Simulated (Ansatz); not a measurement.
# SiH3OF (SMILES O[SiH2]F): levels of theory compared

Wanted: a comparison of 6 runs (UHF/STO-3G, UPBE0/STO-3G, r2SCAN/STO-3G, revPBE/STO-3G, UMP2/STO-3G, UCCSD(T)/STO-3G) of SiH3OF. 

The calculation is run with Ansatz 0.2.0.

71 further runs of the same task are left out: 10 that didn't finish, 61 set aside as unsound or not needed.

## (1) The molecule

SiH3OF: 6 atoms, total charge 0, spin state singlet. SMILES: `O[SiH2]F`. The F3–Si2 distance was set to 3.192 Å, away from the relaxed value. At this shape a bond of the SMILES string is far longer than usual.

Bond lengths: O1–Si2 1.630 Å, O1–H4 0.958 Å, Si2–H5 1.474 Å, Si2–H6 1.482 Å. Angles: O1–Si2–H5 106.4°, O1–Si2–H6 111.7°, Si2–O1–H4 119.1°, H5–Si2–H6 113.7°.

## (2) A single-point energy at UHF/STO-3G (run 1)

File in.yaml:

```yaml
crystal:
  periodic: [false, false, false]
  atoms:
    - {symbol: O, position_ang: [-0.655998, 0.704310, -2.218015]}
    - {symbol: Si, position_ang: [0.575802, 0.904210, -1.170015]}
    - {symbol: F, position_ang: [0.180800, -0.922800, 1.417800]}
    - {symbol: H, position_ang: [-1.516698, 1.063710, -1.999515]}
    - {symbol: H, position_ang: [1.793102, 0.455010, -1.869715]}
    - {symbol: H, position_ang: [0.652602, 2.299110, -0.676315]}
basis:
  gaussian:
    orbitals: STO-3G
magnetization:
  spin_polarized: true
  initial_magnetization: 0
hamiltonian:
  xc: hf
accuracy: high
```

Run with:

```console
$ ansatz run in.yaml --threads 1 --pin off --max-ram 2610MiB --events-out events.jsonl --progress --plain --runs-dir runs
```

The program printed:

```text
Warning: RAYON_NUM_THREADS=1 ignored (pool sized by the plan → 1); use --threads N
Functional definition: HF
  name "HF"
  exchange = exact_x
  correlation = 0
377 factors; integrals over basis functions are off by at most 3.1e-8 eV
mean field evaluation 1: about -12481.5692 eV, gradient 1.4e1 eV
mean field evaluation 2: about -12481.5931 eV, gradient 1.4e1 eV
mean field evaluation 4: about -12484.3581 eV, gradient 9.1e0 eV
mean field evaluation 8: about -12487.2495 eV, gradient 3.3e0 eV
mean field evaluation 16: about -12487.4113 eV, gradient 4.2e-2 eV
mean field evaluation 32: about -12487.4114 eV, gradient 8.8e-8 eV
mean field evaluation 64: about -12493.0450 eV, gradient 2.4e0 eV
mean field evaluation 96: about -12493.0999 eV, gradient 2.4e-2 eV
mean field evaluation 128: about -12493.0866 eV, gradient 2.8e-1 eV
mean field evaluation 160: about -12493.0913 eV, gradient 1.7e-2 eV
mean field evaluation 192: about -12486.8523 eV, gradient 4.0e0 eV
mean field evaluation 224: about -12488.1734 eV, gradient 5.5e0 eV
mean field evaluation 256: about -12487.4114 eV, gradient 1.4e-5 eV
mean field -12493.11192986 eV, -459.1133952871 hartree, gradient 6.0e-8 eV, S^2 0.994613; 6 other end points of the search recorded, 0 dependent functions left out
reference -12493.11192986 eV, -459.1133952871 hartree; 17, 17 occupied and 5, 5 virtual orbitals, 377 factors
Total energy: -12493.11192986 eV, -459.1133952871 hartree
```

It took 0.52 s on 1 thread of Arm Neoverse V1, shared host.

## (3) The energy at UPBE0/STO-3G (run 2)

File job.yaml:

```yaml
basis:
  gaussian: {orbitals: STO-3G}
crystal:
  periodic: [false, false, false]
  atoms:
    - {symbol: O, position_ang: [-0.655998, 0.704310, -2.218015]}
    - {symbol: Si, position_ang: [0.575802, 0.904210, -1.170015]}
    - {symbol: F, position_ang: [0.180800, -0.922800, 1.417800]}
    - {symbol: H, position_ang: [-1.516698, 1.063710, -1.999515]}
    - {symbol: H, position_ang: [1.793102, 0.455010, -1.869715]}
    - {symbol: H, position_ang: [0.652602, 2.299110, -0.676315]}
magnetization: {spin_polarized: true, initial_magnetization: 0}
hamiltonian: {xc: pbe0}
accuracy: high
```

Run with:

```console
$ ansatz run job.yaml --threads 1 --pin off --max-ram 2610MiB --events-out events.jsonl --progress --plain --runs-dir runs
```

The program printed:

```text
Warning: RAYON_NUM_THREADS=1 ignored (pool sized by the plan → 1); use --threads N
Functional definition: PBE0
  name "PBE0"
  parameter a = 0.25
  parameter kappa = 0.804
  parameter beta = 0.06672455060314922
  exchange = (1 - a)*pbe_x(kappa = kappa, mu = beta*pi^2/3) + a*exact_x
  correlation = pbe_c(beta = beta)
377 factors; integrals over basis functions are off by at most 3.1e-8 eV
mean field evaluation 1: about -12507.5424 eV, gradient 1.6e1 eV
mean field evaluation 2: about -12146.5198 eV, gradient 3.0e1 eV
mean field evaluation 4: about -12508.4205 eV, gradient 9.9e0 eV
mean field evaluation 8: about -12509.0779 eV, gradient 1.0e1 eV
mean field evaluation 16: about -12516.8549 eV, gradient 6.7e-5 eV
mean field evaluation 32: about -12496.0854 eV, gradient 4.6e1 eV
mean field -12518.46239008 eV, -460.0450075168 hartree, gradient 2.6e-8 eV, S^2 0.926861; 6 other end points of the search recorded, 0 dependent functions left out
reference -12518.46239144 eV, -460.0450075670 hartree; 17, 17 occupied and 5, 5 virtual orbitals, 377 factors
Total energy: -12518.46239144 eV, -460.0450075670 hartree
```

Run time: 5.7 s. Hardware: 1 thread of Arm Neoverse V1, shared host; peak memory 0.14 GiB.

Runs 3 to 4 aren't shown in full; the table further down has their settings and results.

## (4) A single-point energy at UMP2/STO-3G (run 5)

File run.yaml:

```yaml
crystal:
  periodic: [false, false, false]
  atoms:
    - symbol: O
      position_ang: [-0.655998, 0.704310, -2.218015]
    - symbol: Si
      position_ang: [0.575802, 0.904210, -1.170015]
    - symbol: F
      position_ang: [0.180800, -0.922800, 1.417800]
    - symbol: H
      position_ang: [-1.516698, 1.063710, -1.999515]
    - symbol: H
      position_ang: [1.793102, 0.455010, -1.869715]
    - symbol: H
      position_ang: [0.652602, 2.299110, -0.676315]
basis:
  gaussian:
    orbitals: STO-3G
magnetization:
  spin_polarized: true
  initial_magnetization: 0
correlation:
  method: mp2
  frozen_orbitals: {F: 1, H: 0, O: 1, Si: 5}
accuracy: high
```

Run with:

```console
$ ansatz run run.yaml --threads 1 --pin off --max-ram 2610MiB --events-out events.jsonl --progress --plain --runs-dir runs
```

The program printed, shortened:

```text
Warning: RAYON_NUM_THREADS=1 ignored (pool sized by the plan → 1); use --threads N
[... 2 set-up lines as earlier in the session ...]
[...]
377 factors; integrals over basis functions are off by at most 3.1e-8 eV
[...]
mean field -12493.11192986 eV, -459.1133952871 hartree, gradient 6.0e-8 eV, S^2 0.994613; 14 other end points of the search recorded, 0 dependent functions left out
7 core orbitals not correlated: weight in the atoms' cores, before any rotation towards them, 1.000 or more for the frozen orbitals, at most 0.000 for the correlated occupied ones
reference -12493.11192986 eV, -459.1133952871 hartree; 10, 10 occupied and 5, 5 virtual orbitals, 377 factors
second order -1.79107555 eV of doubles, -0.00000000 eV of singles
Total energy: -12494.90300541 eV, -459.1792160995 hartree
```

It took 0.72 s on 1 thread of Arm Neoverse V1, shared host.

## (5) A single-point energy at UCCSD(T)/STO-3G (run 6)

Changes to run.yaml since step 4:

```diff
@@ -16,10 +16,6 @@
 basis:
-  gaussian:
-    orbitals: STO-3G
-magnetization:
-  spin_polarized: true
-  initial_magnetization: 0
-correlation:
-  method: mp2
-  frozen_orbitals: {F: 1, H: 0, O: 1, Si: 5}
+  gaussian: {orbitals: STO-3G}
+magnetization: {spin_polarized: true}
+correlation: {method: ccsd_t, frozen_orbitals: {F: 1, H: 0, O: 1, Si: 5}}
 accuracy: high
+scf: {omitted_lower_state_checks: [cluster_reference, increment]}
```

Run with:

```console
$ ansatz run run.yaml --threads 1 --pin off --max-ram 2610MiB --events-out events.jsonl --progress --plain --runs-dir runs
```

The program printed:

```text
Warning: RAYON_NUM_THREADS=1 ignored (pool sized by the plan → 1); use --threads N
[... 17 lines left out ...]
7 core orbitals not correlated: weight in the atoms' cores, before any rotation towards them, 1.000 or more for the frozen orbitals, at most 0.000 for the correlated occupied ones
[... 148 lines left out ...]
Total energy: -12495.60190261 eV, -459.2049000978 hartree
Checks for a lower state left out: cluster_reference, increment
```

Wall time 1.6 s (1 thread of Arm Neoverse V1, shared host).

## (6) All runs side by side

```
run            level  frozen core orbitals  energy (Eh)   ⟨S²⟩  wall time
  1       UHF/STO-3G                     –  -459.113395  0.995     0.52 s
  2     UPBE0/STO-3G                     –  -460.045008  0.927      5.7 s
  3    r2SCAN/STO-3G                     –  -460.204706      –      4.8 s
  4    revPBE/STO-3G                     –  -460.181921      –      1.5 s
  5      UMP2/STO-3G                     7  -459.179216  0.995     0.72 s
  6  UCCSD(T)/STO-3G                     7  -459.204900  0.995      1.6 s
```

## (7) Outcome

```
                                          quantity          value
                               run 6: total energy  -459.20490 Eh
run 6: correlation energy (7 core orbitals frozen)      -91.5 mEh
                             run 6: (T) correction      -1.87 mEh
          run 6: ⟨S²⟩ of the reference determinant          0.995
                              run 6: T1 diagnostic          0.014
```

Below the UHF energy at the same shape and in the same basis (STO-3G): UMP2 -65.8 mEh; UCCSD(T) -91.5 mEh. Totals of different functionals can't be ranked against each other. In runs 1, 2, 3, 4, 5, 6 the basis is minimal, so the values are rough. In runs 3, 4 a closed-shell determinant meets a far-stretched bond, which it describes badly. Spin contamination of the reference: run 1 ⟨S²⟩ = 0.99, run 5 ⟨S²⟩ = 0.99, run 6 ⟨S²⟩ = 0.99, run 2 ⟨S²⟩ = 0.93. Where it is this large, the reference is a mixture of spin states, and values that rest on it are in doubt. All runs together took 15 s, the longest 5.7 s.
